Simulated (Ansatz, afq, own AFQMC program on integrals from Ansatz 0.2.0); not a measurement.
Integrals from Ansatz 0.2.0, then the random walk in our own AFQMC program (afq).

```yaml
crystal:
  periodic: [false, false, false]
  atoms:
    - {symbol: Ge, position_ang: [-0.313237, -0.002382, 0.000980]}
    - {symbol: N, position_ang: [1.808446, 0.013752, -0.005658]}
    - {symbol: H, position_ang: [-0.864599, 1.627921, 0.004402]}
    - {symbol: H, position_ang: [-0.841525, -0.825150, 1.417265]}
    - {symbol: H, position_ang: [-0.850404, -0.822211, -1.413669]}
basis:
  gaussian: {orbitals: cc-pVDZ}
magnetization: {spin_polarized: true, initial_magnetization: 2}
correlation: {method: ccsd_t, electrons: outside_noble_gas, hamiltonian_folder: ham}
```

```sh
$ ansatz run in.yaml --threads 1 --pin off --events-out ev --progress --plain --max-ram 1382MiB
```

Options of the walk:

```
--method phaseless --trial hf --walkers 120 --populations 1 --least-time 40 --time-step 0.005 --steps-per-block 20 --equilibration-blocks 112 --max-blocks 600 --target-error 0.00126 --factor-cut 1e-05 --start spin_pure --seed 8857 --taylor-order 6
```

Times are imaginary, in 1/Eh. The walk had a cap of 1833 s. Filled inner d shells are frozen with the cores.

Output of the walk:

```
orbitals 41  electrons 7 5  factors 320 of 591
reference energy -2131.42020638 Eh
CCSD correlation -0.24428838 Eh in 13 cycles, weight of the determinant in the CISD state 0.8657
energy of the start -2131.422747 Eh
 block  time / (1/Eh)  mean weight  energy / Eh
     1     0.100  1.0005  -2131.476839
     2     0.200  1.0009  -2131.511145
     3     0.300  1.0000  -2131.532907
     4     0.400  1.0038  -2131.563378
     5     0.500  1.0018  -2131.585136
    10     1.000  1.0016  -2131.620964
    86     8.600  1.0027  -2131.687825
   171    17.100  1.0001  -2131.658486
   256    25.600  0.9982  -2131.676940
   341    34.100  1.0026  -2131.686644
   392    39.200  0.9989  -2131.637389
   426    42.600  1.0010  -2131.690588
   511    51.100  1.0022  -2131.675435
   596    59.600  0.9999  -2131.682546
   664    66.400  1.0004  -2131.709716
   681    68.100  0.9987  -2131.643195
   698    69.800  1.0005  -2131.672700
blocks merged  error / Eh  count
     1  0.000648  600
     2  0.000864  300
     4  0.001115  150
     8  0.001409  75
    16  0.001725  37
    32  0.001922  18
    64  0.001457  9
energy -2131.669138 +/- 0.001922 Eh
(rows thinned)
```

The run passed its tests (sampling time, drift between the halves within three errors, error under three times the target), which doesn't prove that it has relaxed.

Against this walk (error 52.3 meV) on the same determinant: CCSD(T) 41.2 meV lower (within the noise), the released energy of a separate walk with a CISD trial 90.4 ± 54.8 meV lower (within the noise), a separate phaseless walk with a CISD trial and standard settings 80.6 ± 53.1 meV lower (within the noise). The error is statistical and leaves out the bias of the constraint.

Cautions: constraint bias not in the error; error above the target (52.3 against 34.3 meV); no relativity below Rb; no spin-orbit coupling; inner d shell frozen; lower spins were not checked; unrestricted determinant slightly spin contaminated (⟨S²⟩ 2.09 against 2.00).

The walk took 5.2 min on 1 thread of Arm Neoverse V2, with other jobs on the host. The log's last line is the phaseless energy.

A walk keeps the symmetry of its determinant, which the program's search chose and which needn't be the lowest solution, so a lower state of the same spin and another symmetry isn't excluded.
